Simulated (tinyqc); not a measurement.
Worked calculation: coupled-perturbed Hartree-Fock on RHF in the sto-3g basis, for HF, spin multiplicity 1. One step of it, computed by the program tinyqc.

Task: Coupled step 2. U_ai = -(mu_ai + sum_bj [4 (ai|bj) - (ab|ij) - (aj|bi)] U_bj) / (e_a - e_i); alpha = -4 sum U_ai mu_ai.

U after step 1:
```
,i1,i2,i3,i4,i5
a6,0.000736,-0.008916,-0.897501,0.000000,0.000000
```

dipole integrals <a|z|i> (bohr):
```
,i1,i2,i3,i4,i5
a6,-0.044051,0.082315,0.944763,0.000000,0.000000
```

orbital energies (hartree): MO1 -25.903281, MO2 -1.460533, MO3 -0.574399, MO4 -0.463174, MO5 -0.463174, MO6 0.592270

Two-electron integrals over orbitals (pq|rs), unique and non-zero (hartree):
```
p,q,r,s,(pq|rs)
1,1,1,1,5.362563
2,1,1,1,-0.505593
2,1,2,1,0.075401
2,2,1,1,1.201610
2,2,2,1,-0.019918
2,2,2,2,0.857240
3,1,1,1,0.158009
3,1,2,1,-0.021680
3,1,2,2,0.012941
3,1,3,1,0.022814
3,2,1,1,-0.144206
3,2,2,1,0.008478
3,2,2,2,-0.021254
3,2,3,1,0.020944
3,2,3,2,0.156600
3,3,1,1,0.997209
3,3,2,1,-0.010942
3,3,2,2,0.751668
3,3,3,1,-0.005305
3,3,3,2,-0.046981
3,3,3,3,0.762101
4,1,4,1,0.029600
4,2,4,1,0.039113
4,2,4,2,0.181246
4,3,4,1,-0.011251
4,3,4,2,-0.042161
4,3,4,3,0.047367
4,4,1,1,1.264007
4,4,2,1,-0.014466
4,4,2,2,0.879117
4,4,3,1,0.004593
4,4,3,2,-0.077318
4,4,3,3,0.750931
4,4,4,4,0.997514
5,1,5,1,0.029600
5,2,5,1,0.039113
5,2,5,2,0.181246
5,3,5,1,-0.011251
5,3,5,2,-0.042161
5,3,5,3,0.047367
5,4,5,4,0.053770
5,5,1,1,1.264007
5,5,2,1,-0.014466
5,5,2,2,0.879117
5,5,3,1,0.004593
5,5,3,2,-0.077318
5,5,3,3,0.750931
5,5,4,4,0.889973
5,5,5,5,0.997514
6,1,1,1,0.164057
6,1,2,1,-0.026589
6,1,2,2,0.000383
6,1,3,1,-0.008693
6,1,3,2,-0.025029
6,1,3,3,0.012120
6,1,4,4,0.004504
6,1,5,5,0.004504
6,1,6,1,0.025506
6,2,1,1,-0.240054
6,2,2,1,0.005301
6,2,2,2,-0.127168
6,2,3,1,-0.020226
6,2,3,2,-0.047554
6,2,3,3,-0.036904
6,2,4,4,-0.125390
6,2,5,5,-0.125390
6,2,6,1,0.015882
6,2,6,2,0.096661
6,3,1,1,-0.359787
6,3,2,1,0.006291
6,3,2,2,-0.169160
6,3,3,1,0.002208
6,3,3,2,0.094334
6,3,3,3,-0.122402
6,3,4,4,-0.198707
6,3,5,5,-0.198707
6,3,6,1,-0.006376
6,3,6,2,0.056072
6,3,6,3,0.179243
6,4,4,1,-0.010542
6,4,4,2,-0.041718
6,4,4,3,-0.015007
6,4,6,4,0.031418
6,5,5,1,-0.010542
6,5,5,2,-0.041718
6,5,5,3,-0.015007
6,5,6,5,0.031418
6,6,1,1,0.885004
6,6,2,1,-0.008990
6,6,2,2,0.680077
6,6,3,1,0.015646
6,6,3,2,0.069734
6,6,3,3,0.669034
6,6,4,4,0.650267
6,6,5,5,0.650267
6,6,6,1,-0.009628
6,6,6,2,-0.066453
6,6,6,3,-0.014975
6,6,6,6,0.712432
```

Give: U after step 2; polarisability.

Result:

U after step 2:
```
,i1,i2,i3,i4,i5
a6,0.0005,0.0012,-0.9100,0.0000,0.0000
```

polarisability = 3.4387 bohr^3
